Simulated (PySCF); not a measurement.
## First hyperpolarisability: 3-methylbut-1-yne (SMILES C#CC(C)C)

Geometry (Å), atoms numbered from 1 in this order:
```xyz
13

C     2.1595   -1.1366   -0.4975
C     1.1772   -0.5980   -0.0646
C    -0.0265    0.0576    0.4317
C    -1.2665   -0.7845    0.1341
C    -0.1559    1.4665   -0.1457
H     3.0330   -1.6145   -0.8725
H     0.0753    0.1427    1.5208
H    -1.1793   -1.7819    0.5669
H    -1.4026   -0.8934   -0.9442
H    -2.1560   -0.3026    0.5461
H    -0.2602    1.4243   -1.2321
H     0.7221    2.0705    0.0871
H    -1.0383    1.9619    0.2657
```

Computed, not measured: quadratic response CAM-B3LYP/def2-TZVPD first hyperpolarisability, Taylor convention, gas phase (PySCF 2.14.0). Geometry: PBE0-D3(BJ)/def2-TZVP.

(1) Give β for the processes computed.

(2) Which lowest excitations, dipole and polarisabilities go with it?

## Answers

(1) In 10⁻³⁰ esu, Taylor convention; the vector part is βᵢ = ⅓ Σⱼ (βᵢⱼⱼ + βⱼᵢⱼ + βⱼⱼᵢ); β∥ is 3/5 of the vector part along the dipole, the dipole points from − to +:
| process | λ (nm) | β vector norm | β∥ | β HRS | depolarisation ratio |
| --- | --- | --- | --- | --- | --- |
| static β(0;0,0) | ∞ | 0.38 | 0.15 | 0.17 | 4.17 |
| second harmonic β(−2ω;ω,ω) | 1907 | 0.39 | 0.15 | 0.17 | 4.14 |
| Pockels β(−ω;ω,0) | 1907 | 0.38 | 0.15 | – | – |
| second harmonic β(−2ω;ω,ω) | 1064 | 0.42 | 0.16 | 0.19 | 4.08 |
| Pockels β(−ω;ω,0) | 1064 | 0.39 | 0.15 | – | – |

(2) S1 6.57 eV (f = 0.001); S2 6.80 eV (f = 0.001); S3 6.81 eV (f = 0.006); dipole 0.78 D; isotropic α 60.6 au static, 60.8 au at 1907 nm, 61.1 au at 1064 nm, 61.3 au at 953.5 nm, 62.7 au at 532 nm.
